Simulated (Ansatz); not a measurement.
P₃⁻, relaxed as a quintet with UKS PBE-D4/def2-TZVPD in Ansatz, starting from the PBE-D4/def2-TZVPD geometry of the charge -1 singlet. Force threshold 0.02 eV/Å.

The highest occupied level of the charge -1 quintet lies above zero (up to 1.39 eV). It is a level of α spin, whose loss leaves a quartet; that state wasn't run at this geometry and level. The electron is either unbound and held by the finite basis, or the level is raised by self-interaction error. The relaxation made no stability test and no search for a lower SCF solution. At PBE-D4/def2-TZVPD a singlet of charge -1 lies 2.03 eV below the quintet, each at its own geometry. The structure comes from a short search, and lower isomers may exist.

Start:

| atom | x (Å) | y (Å) | z (Å) |
| --- | --- | --- | --- |
| P1 | -0.455 | -0.004 | -1.911 |
| P2 | 0.000 | 0.000 | 0.000 |
| P3 | 0.455 | 0.004 | 1.911 |

**Question.** Estimate the energy that the relaxation releases and the steps that it takes.

**Answer.** 51.4 kcal/mol, in 11 steps; 8.5 s on 4 threads of Arm Neoverse V2 on a shared host. No frequencies were taken in this run, so the end may be a saddle point.

**Question.** Does the start keep its bonding and symmetry?

**Answer.** By distances, no bond broke or formed. The bond that changes most is P2–P3, from 1.96 to 2.14 Å (atoms count from 1). Point group D∞h at the start, C2v at the end, both within 0.05 Å.

**Question.** Predict the relaxed structure.

**Answer.** 
Cartesian coordinates in Å:
```
P -0.635 -0.372 -1.558
P 0.500 0.736 -0.121
P 0.135 -0.365 1.679
```
Bond lengths: 2 × P–P 2.14 Å.
